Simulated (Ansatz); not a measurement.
Basis-set series for `N=CS`. The species carries charge 0 and has multiplicity 1. Geometry: relaxed with PBE0-D4/def2-TZVP. It is one conformer, not always the lowest.

```xyz
6

N     0.859   -0.272   -1.051
C     0.153    0.023   -0.051
S    -1.525   -0.483    0.013
H     1.806    0.085   -0.948
H     0.488    0.587    0.825
H    -1.782    0.060    1.212
```

```
functional       basis  functions  energy (Eh)  HOMO (eV)  LUMO (eV)
   PBE0-D4    def2-SVP         61   -492.38377      -7.16      -0.04
   PBE0-D4  def2-TZVPP        146   -492.63351      -7.36      -0.38
   ωB97M-V    def2-SVP         61   -492.56681      -9.27       2.33
   ωB97M-V  def2-TZVPP        146   -492.82039      -9.50       1.87
```

(1) Give the rows for def2-QZVPP. (An estimate is asked.)

## Answers

(1) Ansatz gave: 
| functional | basis | functions | energy (Eh) | HOMO (eV) | LUMO (eV) |
| --- | --- | --- | --- | --- | --- |
| PBE0-D4 | def2-QZVPP | 274 | -492.65131 | -7.41 | -0.48 |
| ωB97M-V | def2-QZVPP | 274 | -492.83745 | -9.55 | 1.41 |

Positive LUMOs are unbound and depend on the basis.
